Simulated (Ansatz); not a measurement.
# C4H7NO: the cost of one run

Program: Ansatz 0.2.0, Gaussian basis. Level of theory: the settings change from run to run. These are calculated values, not measurements.

## (1) The molecule

The structure was relaxed beforehand with PBE0-D4 in a triple-zeta def2 set.

13 atoms, charge 0, spin multiplicity 1.

Atoms are counted from 1 here; the program's logs count them from 0.

Bond lengths: C1–C2 1.303 Å, C1–H7 1.089 Å, C1–H8 1.090 Å, C2–C3 1.316 Å, C3–N4 1.391 Å, C3–O5 1.354 Å, N4–H9 1.008 Å, N4–H10 1.012 Å, O5–C6 1.410 Å, C6–H11 1.089 Å, C6–H12 1.094 Å, C6–H13 1.095 Å. Angles: C2–C1–H7 122.2°, C2–C1–H8 122.1°, H7–C1–H8 115.8°, C1–C2–C3 173.9°, C2–C3–N4 125.3°, C2–C3–O5 124.7°, N4–C3–O5 110.0°, C3–N4–H9 112.6°, C3–N4–H10 112.1°, H9–N4–H10 111.5°, C3–O5–C6 115.6°, O5–C6–H11 106.4°, O5–C6–H12 111.0°, O5–C6–H13 110.9°, H11–C6–H12 109.8°, H11–C6–H13 110.0°, H12–C6–H13 108.7°.

## (2) wB97/aug-cc-pVTZ

Set apart from the defaults: unrestricted orbitals.

File in.yaml:

```yaml
crystal:
  periodic: [false, false, false]
  atoms:
    - {symbol: C, position_ang: [0.555454, -2.081513, 0.134133]}
    - {symbol: C, position_ang: [0.526919, -0.779211, 0.101194]}
    - {symbol: C, position_ang: [0.556273, 0.526452, -0.059236]}
    - {symbol: N, position_ang: [1.709223, 1.302475, -0.117889]}
    - {symbol: O, position_ang: [-0.537992, 1.309030, -0.216731]}
    - {symbol: C, position_ang: [-1.777413, 0.638739, -0.176802]}
    - {symbol: H, position_ang: [0.443976, -2.640614, 1.062479]}
    - {symbol: H, position_ang: [0.691976, -2.680497, -0.766475]}
    - {symbol: H, position_ang: [2.536664, 0.786359, 0.136612]}
    - {symbol: H, position_ang: [1.622704, 2.153205, 0.422418]}
    - {symbol: H, position_ang: [-2.543689, 1.404998, -0.280255]}
    - {symbol: H, position_ang: [-1.859705, -0.081412, -0.996365]}
    - {symbol: H, position_ang: [-1.903888, 0.107291, 0.771815]}
basis:
  gaussian: {orbitals: aug-cc-pVTZ}
magnetization: {spin_polarized: true, initial_magnetization: 0}
hamiltonian: {xc: {name: wB97}}
output: {forces: true}
```

The run is started by

```sh
ansatz run in.yaml --threads 4 --pin off --events-out ev --progress --plain --max-ram 10444MiB
```

**Question.** How long does this run take on 4 threads of Arm Neoverse V2, shared host, and how much memory does it need?

About 64 s, with a peak of 3.4 GiB.
